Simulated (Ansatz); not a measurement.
# H3OSSi: the cost of one run

All numbers below are computed with Ansatz 0.2.0 (RKS PBE/def2-SVP).

**1. Starting point**

Bond lengths: O1–Si2 1.676 Å, Si2–S3 2.032 Å, O1–H4 0.953 Å, Si2–H5 1.478 Å, Si2–H6 1.479 Å. Angles: O1–Si2–S3 113.5°, O1–Si2–H5 102.3°, O1–Si2–H6 102.7°, S3–Si2–H5 115.6°, S3–Si2–H6 115.0°, H5–Si2–H6 106.2°, Si2–O1–H4 112.3°.

Coordinates:

```xyz
6

O    -0.3279   -1.2692   -0.0384
Si    0.2669    0.2868    0.1474
S    -0.7661    1.6803   -0.9108
H    -1.1044   -1.2952   -0.5893
H     1.6885    0.1262   -0.2237
H     0.2431    0.4711    1.6148
```

**2. Relaxing end A**

File input.yaml:

```yaml
crystal:
  periodic: [false, false, false]
  atoms:
    - { symbol: O, position_ang: [-0.32787, -1.26917, -0.03838] }
    - { symbol: Si, position_ang: [0.26691, 0.28678, 0.14745] }
    - { symbol: S, position_ang: [-0.76615, 1.68029, -0.91081] }
    - { symbol: H, position_ang: [-1.10444, -1.29516, -0.58934] }
    - { symbol: H, position_ang: [1.68848, 0.1262, -0.22369] }
    - { symbol: H, position_ang: [0.24306, 0.47107, 1.61477] }
total_charge: -1
basis:
  gaussian: { orbitals: def2-SVP }
hamiltonian:
  xc: pbe
relax:
  f_tol: 0.02
  max_steps: 50
```

Started as:

```bash
$ ansatz run input.yaml --threads 1 --pin off --max-ram 2048MiB --backend cpu --events-out ev --progress --plain --runs-dir out
```

What time and memory should one allow on 1 thread of AMD EPYC 7R43 (Zen 3), shared host?

About 9.8 s, with a peak of 0.14 GiB.
